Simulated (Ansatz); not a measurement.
# C5H2: the cost of one run

Method: the levels named in each step, in Ansatz 0.2.0.

## (1) Starting point

Bond lengths: C1–C2 1.234 Å, C2–C3 1.298 Å, C3–C4 1.298 Å, C4–C5 1.234 Å, C1–H6 1.047 Å, C5–H7 1.047 Å. Angles: C1–C2–C3 180.0°, C2–C1–H6 180.0°, C2–C3–C4 180.0°, C3–C4–C5 180.0°, C4–C5–H7 180.0°.

Structure file:

```xyz
7

C     0.0000    0.0000   -2.5321
C     0.0000    0.0000   -1.2978
C     0.0000    0.0000    0.0000
C     0.0000    0.0000    1.2978
C     0.0000    0.0000    2.5321
H     0.0000    0.0000   -3.5794
H     0.0000    0.0000    3.5794
```

## (2) A rough first relaxation, PBE-D4/def2-SVP

This run stands in another session on the same molecule. It ended at:

```xyz
7

C     0.0000    0.0000   -2.5762
C     0.0000    0.0000   -1.3163
C     0.0000    0.0000    0.0000
C     0.0000    0.0000    1.3162
C     0.0000    0.0000    2.5762
H     0.0000    0.0000   -3.6568
H     0.0000    0.0000    3.6568
```

## (3) Relaxation, r2SCAN-D4/def2-TZVPP

input.yaml reads:

```yaml
crystal:
  periodic: [false, false, false]
  atoms:
    - { symbol: C, position_ang: [0.0, 0.0, -2.57622243] }
    - { symbol: C, position_ang: [0.0, 0.0, -1.31625439] }
    - { symbol: C, position_ang: [0.0, 0.0, 2.16e-06] }
    - { symbol: C, position_ang: [0.0, 0.0, 1.3162498] }
    - { symbol: C, position_ang: [0.0, 0.0, 2.57622383] }
    - { symbol: H, position_ang: [0.0, 0.0, -3.65680079] }
    - { symbol: H, position_ang: [0.0, 0.0, 3.65680182] }
magnetization:
  spin_polarized: true
  initial_magnetization: 2
basis:
  gaussian: { orbitals: def2-TZVPP }
hamiltonian:
  xc: r2scan
  dispersion: d4
relax:
  f_tol: 0.002
  max_steps: 150
```

The run is started by

```console
$ ansatz run input.yaml --threads 4 --pin off --max-ram 10240MiB --backend cpu --events-out ev --progress --plain --runs-dir out
```

**Question.** How long does this run take on 4 threads of Intel Xeon at 2.50GHz (Skylake/Cascade Lake), shared host, and how much memory does it need?

About 29 s, with a peak of 0.42 GiB.
